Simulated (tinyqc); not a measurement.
Worked calculation: geometry optimisation on the RHF/sto-6g surface (energies and gradients from PySCF), for HF, spin multiplicity 1. One step of it, computed by the program tinyqc.

Question. Step 1: move. Quasi-Newton step p = -H^(-1) g (first H = 0.15 times the unit matrix); steps longer than 0.5 bohr are cut back (factor 0.325 here).

positions at the start (bohr), order 1F, 2H:
$$\begin{pmatrix}
0.000000 & 0.000000 & 0.000000 \\
0.000000 & 0.000000 & 1.628944
\end{pmatrix}$$

gradient (hartree/bohr), order 1F, 2H:
$$\begin{pmatrix}
0.00000000 & 0.00000000 & 0.16305357 \\
0.00000000 & 0.00000000 & -0.16305357
\end{pmatrix}$$

Give: positions after step 1.

Answer.

positions after step 1 (bohr), order 1F, 2H:
$$\begin{pmatrix}
0.0000 & 0.0000 & -0.3536 \\
0.0000 & 0.0000 & 1.9825
\end{pmatrix}$$
